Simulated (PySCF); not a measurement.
# Core-level binding energies of `NCCC=S`

C₃H₇NS.
Numbering: `[NH2:1][CH2:2][CH2:3][CH:4]=[S:5]`

Method: PySCF, delta-SCF UKS SCAN, pcX-2 on the ionised atom, pcseg-1 elsewhere, spin-free X2C. These are vertical core ionisation energies against the vacuum level, from separate self-consistent calculations with and without the core hole.

Task: Give the core binding energies atom by atom.

Result: 
```json
{"atom(s)": "C3", "bonded to": "2 C and 2 H", "level": "C 1s", "binding energy (eV)": "290.98", "above the level's lowest (eV)": "0.00", "count": "1"}
{"atom(s)": "C2", "bonded to": "N, C and 2 H", "level": "C 1s", "binding energy (eV)": "291.78", "above the level's lowest (eV)": "+0.80", "count": "1"}
{"atom(s)": "N1", "bonded to": "C and 2 H", "level": "N 1s", "binding energy (eV)": "405.27", "above the level's lowest (eV)": "0.00", "count": "1"}
{"atom(s)": "S5", "bonded to": "C (double bond)", "level": "S 1s", "binding energy (eV)": "2476.37", "above the level's lowest (eV)": "0.00", "count": "1"}
```

The listed C 1s values span 0.80 eV, from C3 (bonded to 2 C and 2 H) to C2 (bonded to N, C and 2 H). Summing the Pauling electronegativity differences to the bonded atoms, each weighted by its formal bond order, gives -0.70 for the lowest site and -0.21 for the highest.

Task: Which photon energy gives electrons from N 1s of N1 a kinetic energy of 150 eV, and what is their de Broglie wavelength?

Result: hν = 405.27 + 150 = 555.27 eV, recoil neglected; λ = 12.264 Å/√(E/eV) = 1.00 Å.

The list is incomplete; no value stands for C 1s of C4 (hole states with ⟨S²⟩ of 1 or more are left out). Geometry: GFN2-xTB, one conformer, isolated molecule.

Shape of the structure used: `[NH2:1][CH2:2][CH2:3][CH:4]=[S:5]`: N1–C2–C3–C4 68°, C2–C3–C4–S5 99°, H–N1–C2–C3 56°, H–N1–C2–C3 -66°.
